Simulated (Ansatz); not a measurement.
in.yaml

```yaml
crystal:
  periodic: [false, false, false]
  atoms:
    - {symbol: B, position_ang: [0.000000, 0.000000, 1.368886]}
    - {symbol: Al, position_ang: [0.000000, 0.000000, -0.689391]}
    - {symbol: H, position_ang: [0.000000, 1.077612, 1.885924]}
    - {symbol: H, position_ang: [0.000000, -1.077612, 1.885924]}
basis:
  gaussian: {orbitals: 6-31G}
magnetization: {spin_polarized: false}
correlation: {method: bccd, electrons: all}
```

```sh
$ ansatz run in.yaml --threads 1 --pin off --events-out ev --progress --plain --max-ram 2393MiB
```

Log:

```
328 factors; integrals over basis functions are off by at most 2.5e-4 eV
mean field evaluation 1: about -7282.2387 eV, gradient 8.9e0 eV
mean field evaluation 2: about -7282.2372 eV, gradient 8.9e0 eV
mean field evaluation 4: about -7282.7035 eV, gradient 4.2e-1 eV
mean field evaluation 8: about -7282.7044 eV, gradient 2.2e-4 eV
mean field evaluation 16: about -7272.4864 eV, gradient 1.0e1 eV
mean field evaluation 32: about -7280.1329 eV, gradient 1.9e0 eV
mean field evaluation 64: about -7280.1555 eV, gradient 2.9e-3 eV
mean field -7282.70441531 eV, -267.6344508684 hartree, gradient 2.5e-6 eV, S^2 0.000000; 3 other end points of the search recorded, 0 dependent functions left out; unrestricted orbitals would lower it
determinant -7282.70441531 eV, -267.6344508684 hartree, with singles and doubles -7285.65371850 eV, -267.7428357616 hartree
determinant -7280.15551589 eV, -267.5407805422 hartree, with singles and doubles -7283.93529362 eV, -267.6796848118 hartree
reference -7282.70441531 eV, -267.6344508684 hartree; 10, 10 occupied and 16, 16 virtual orbitals, 328 factors
second order -2.18643933 eV of doubles, -0.00000000 eV of singles
cycle   1  -2.94914258 eV  change    1.6e-4 eV  update   3.1e-3
cycle   2  -2.94872306 eV  change    4.2e-4 eV  update   1.7e-3
cycle   3  -2.94885661 eV  change   -1.3e-4 eV  update   1.3e-3
cycle   4  -2.94945997 eV  change   -6.0e-4 eV  update   6.9e-4
cycle   5  -2.94979295 eV  change   -3.3e-4 eV  update   2.5e-4
cycle   6  -2.94990954 eV  change   -1.2e-4 eV  update   7.6e-5
cycle   7  -2.94995753 eV  change   -4.8e-5 eV  update   2.1e-5
cycle   8  -2.94996250 eV  change   -5.0e-6 eV  update   6.9e-6
Total energy: -7285.65437781 eV, -267.7428599906 hartree
```

Ran on 1 thread of Intel Xeon, shared host: 0.63 s wall, 0.09 GiB peak host memory.
